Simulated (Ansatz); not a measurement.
`CCSCS` → `CSC(C)S`  (isomerisation)

Gas-phase electronic energies from Ansatz, PBE0-D4/def2-TZVP geometries. CBS: MP2 limit from def2 TZ/QZ plus the TZ coupled-cluster correction, frozen cores. Functionals use def2-TZVPP. B3LYP here is the variant with VWN-RPA as its local correlation; programs differ in this. One conformer a species, not always the lowest.

Question: Is it downhill or uphill in electronic energy at CCSD(T)/CBS, and by how much? (An estimate is asked.)

Answer: The calculation gave: Downhill: ΔE = -7.3 kJ/mol.

Question: What do these levels give: PBE-D4, B3LYP-D4, ωB97M-V, SCS-MP2/def2-TZVPP, CCSD/def2-TZVPP, CCSD(T)/def2-TZVPP? (Best estimate.)

Answer: Computed: PBE-D4 -6.6, B3LYP-D4 -5.8, ωB97M-V -6.7, SCS-MP2/def2-TZVPP -7.2, CCSD/def2-TZVPP -5.4, CCSD(T)/def2-TZVPP -7.0 kJ/mol.

Largest T1 diagnostic among the species: 0.010.

The D4 term adds −3.9 kJ/mol with B3LYP and −2.0 kJ/mol with PBE0; it sums over pairs of atoms, weighted by their polarisabilities, and B3LYP, whose exchange is more repulsive, gets the larger term. In def2-TZVPP, CCSD(T) changes the Hartree–Fock value by −7.8 kJ/mol (the triples alone add −1.6 kJ/mol) and MP2 by −10.3 kJ/mol.
